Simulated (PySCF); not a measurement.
Trimethylamine, C3H9N.
Numbering: `[CH3:1][N:2]([CH3:3])[CH3:4]` (hydrogens: H5, H6, H7 on C1; H8, H9, H10 on C3; H11, H12, H13 on C4)

The geometry is computed with GFN2-xTB (gas phase).

List the bond lengths and angles at this level.

```csv
bond,length (Å),order
"C1–N2, N2–C3, N2–C4",1.447,single
"C1–H5, C3–H8, C4–H11",1.102,single
C1–H6 and 5 like bonds,1.089,single
```

Bonds in one row agree within 0.01 Å and their mean is given. Orders are formal, as drawn. A selection of angles:
```csv
angle,degrees
N2–C1–H5,112.7
N2–C1–H6,109.1
H5–C1–H6,108.6
C1–N2–C3,111.3
```

Of the pairs four or more bonds apart, H9···H12 is among the closest relative to their van der Waals radii: 2.37 Å, 99 % of the sum of Bondi's values. N2 (tertiary amine nitrogen) is pyramidal (angles 111.3°, 111.3° and 111.3°, sum 334.0°, 0.44 Å off the plane of its three neighbours). All 3 C–N bonds measure 1.447 Å.

Point group: C3v (every atom within 0.08 Å of its image). Whether it is a minimum is left open (no frequencies).
